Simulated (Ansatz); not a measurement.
`C#CSC` + `N=CCl` → `C#CC(=N)Cl` + CH₃SH at 298.15 K and 1 bar (formal exchange of groups at a C–S bond).

Gas-phase electronic energies from Ansatz, PBE0-D4/def2-TZVP geometries. CCSD(T)/CBS adds triple-zeta CCSD(T) − MP2 to the extrapolated MP2 energy (def2 sets, frozen cores). This one scheme is used for every species. Each species was taken in one conformer, which may not be the lowest.

```
     species  CCSD(T)/CBS energy (Eh)  H − E (kJ/mol)  S (J/(mol·K))
     `C#CSC`               -514.26192           166.8          301.6
     `N=CCl`               -553.70684            94.3          259.9
`C#CC(=N)Cl`               -629.74524           124.1          305.3
       CH₃SH               -438.22835           133.0          253.2
```

H − E and S are ideal-gas, rigid-rotor, harmonic terms from PBE0-D4/def2-TZVP, for one conformer and one mirror image of each species. 1 Eh = 2625.50 kJ/mol, R = 8.31446 J/(mol·K).

Question: By hand: ΔE, ΔH, ΔS and ΔG.

Answer: ΔE = (-629.74524) + (-438.22835) − (-514.26192) − (-553.70684) = -0.00483 Eh = -12.7 kJ/mol. Δ(H − E) = 124.1 + 133.0 − 166.8 − 94.3 = -4.0, so ΔH = -16.7 kJ/mol. ΔS = 305.3 + 253.2 − 301.6 − 259.9 = -3.0 J/(mol·K). ΔG = -16.7 − 298.15 × (-3.0)/1000 = -15.8 kJ/mol.

Question: By hand: the equilibrium constant, and the temperature at which ΔG would vanish if ΔH and ΔS stayed fixed.

Answer: log₁₀ K = −ΔG/(RT ln 10) = 2.8. ΔG = 0 at ΔH/ΔS = 5567 K, far beyond where these terms or the molecules hold.

The number of gas molecules stays the same, so ΔS is small and ΔH decides. A doubt of 5 kJ/mol in ΔE shifts log₁₀ K by 0.9 here. Other conformers and mirror images would add mixing entropy, several J/(mol·K) or more a flexible species. These are equilibria of isolated gas molecules and say nothing of rates. Largest T1 diagnostic: 0.014 (customary marks: 0.02 for closed shells, 0.045 for open ones).
